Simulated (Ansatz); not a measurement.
Abridged output of a molecular run in Ansatz:

```
Functional definition: HF
890 factors; integrals over basis functions are off by at most 1.3e-3 eV
mean field evaluation 1: about -5111.3121 eV, gradient 3.1e1 eV
mean field evaluation 2: about -5111.3186 eV, gradient 3.1e1 eV
mean field evaluation 4: about -5113.6226 eV, gradient 3.5e0 eV
mean field evaluation 8: about -5113.6566 eV, gradient 1.3e-4 eV
mean field -5113.65657646 eV, -187.9234130241 hartree, gradient 1.4e-6 eV, S^2 0.000000; 0 other end points of the search recorded, 0 dependent functions left out
4 core orbitals not correlated: weight in the atoms' cores, before any rotation towards them, 1.000 or more for the frozen orbitals, at most 0.000 for the correlated occupied ones
reference -5113.65657646 eV, -187.9234130241 hartree; 12, 12 occupied and 70, 70 virtual orbitals, 890 factors
second order -16.57453418 eV of doubles, -0.00000000 eV of singles
cycle   1  -17.19600777 eV  change   -6.2e-1 eV  update   7.7e-2
cycle   2  -17.62975816 eV  change   -4.3e-1 eV  update   2.2e-2
cycle   3  -17.69489578 eV  change   -6.5e-2 eV  update   8.6e-3
cycle   4  -17.69390909 eV  change    9.9e-4 eV  update   2.1e-3
cycle   5  -17.69519179 eV  change   -1.3e-3 eV  update   9.1e-4
cycle   6  -17.69536360 eV  change   -1.7e-4 eV  update   3.2e-4
cycle   7  -17.69516933 eV  change    1.9e-4 eV  update   1.3e-4
cycle   8  -17.69514435 eV  change    2.5e-5 eV  update   4.2e-5
cycle   9  -17.69514329 eV  change    1.1e-6 eV  update   1.2e-5
perturbative correction -0.52834621 eV, -0.0194163649 hartree
Total energy: -5131.88006596 eV, -188.5931139108 hartree
```

Its atoms:

```xyz
10

C     0.3193    0.5203    0.8205
N     0.2888    0.8502   -0.6103
C    -0.1245   -0.5365   -0.8617
N     0.3721   -0.9050    0.4704
H    -0.5916    0.8149    1.3692
H     1.1964    0.8934    1.3589
H    -0.3914    1.5507   -0.8709
H     0.3909   -1.0250   -1.6949
H    -1.2132   -0.6653   -0.9871
H    -0.2468   -1.4977    1.0060
```

**Question.** Which basis set was used?
A. def2-SVP
B. def2-TZVPP
C. cc-pV(T+d)Z
D. cc-pV(Q+d)Z

**Answer.** A. It gives 86 functions.

**Question.** Write the keys of the input that set method, charge and spin (a neutral closed shell needs none for the last two).

**Answer.** 
```yaml
correlation: {method: ccsd_t}
```
